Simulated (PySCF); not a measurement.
## Phosphorus: a sound run and one with changed settings

Sound run: P [Ne] 3s2 3p3, P⁺ [Ne] 3s2 3p2. All numbers are calculated (PySCF 2.14, no relativity, point nucleus, in 6-31G*). In the sound run the correlated levels freeze [Ne]. The sound run starts from symmetry-adapted Hartree-Fock orbitals and uses a fine grid where one is needed.

Changed run: a valence shell is frozen. This setting is unsound on purpose.

```tsv
species	method	sound run (hartree)	changed run (hartree)	converged
P	MP2	-340.74501	-340.70054	yes
P	CCSD(T)	-340.76189	-340.70424	yes
P⁺	MP2	-340.37069	-340.32806	yes
P⁺	CCSD(T)	-340.39067	-340.32980	yes
```

Ionisation energy of P:

| method | sound run (eV) | changed run (eV) |
| --- | --- | --- |
| UHF | 9.941 | 9.941 |
| MP2 | 10.186 | 10.136 |
| SCS-MP2 | 10.070 | 10.006 |
| CCSD | 10.098 | 10.188 |
| CCSD(T) | 10.101 | 10.189 |

Freezing a valence shell removes pair correlation that changes on ionisation.

For comparison, NIST gives 10.487 eV between the lowest levels.
